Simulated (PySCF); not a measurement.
Mayer bond orders and bond lengths

Compound: nitrous acid, HNO2.
Numbering: `[O:1]=[N:2][OH:3]` (hydrogens: H4 on O3)

Bond orders from the PBE0/pcSseg-1 density (PySCF). Isolated species at its GFN2-xTB geometry, gas phase.

**Question.** Where do the orders between heavy atoms depart from those drawn in the SMILES?

**Answer.** The largest departure is 0.212, at O1–N2 (drawn double, 1.788).

**Question.** Give the Mayer order of every bond, beside its length.

**Answer.** 
| bond | drawn as | length (Å) | Mayer order |
| --- | --- | --- | --- |
| O1–N2 | double | 1.194 | 1.788 |
| N2–O3 | single | 1.330 | 1.083 |
| O3–H4 | single | 0.986 | 0.898 |

Bonds between the same two heavy elements. N–O: lowest N2–O3 (1.083, 1.330 Å), highest O1–N2 (1.788, 1.194 Å).

**Question.** Sum the orders of all bonds at each heavy atom with more than one neighbour and set the sums beside the valence in the SMILES.

**Answer.** N2 2.871 (drawn 3), O3 1.981 (drawn 2). Orders between atoms that aren't bonded are not in these sums.

Mayer orders depend on the basis set.

Shape of the structure used: `[O:1]=[N:2][OH:3]`: H–O3–N2–O1 0°.
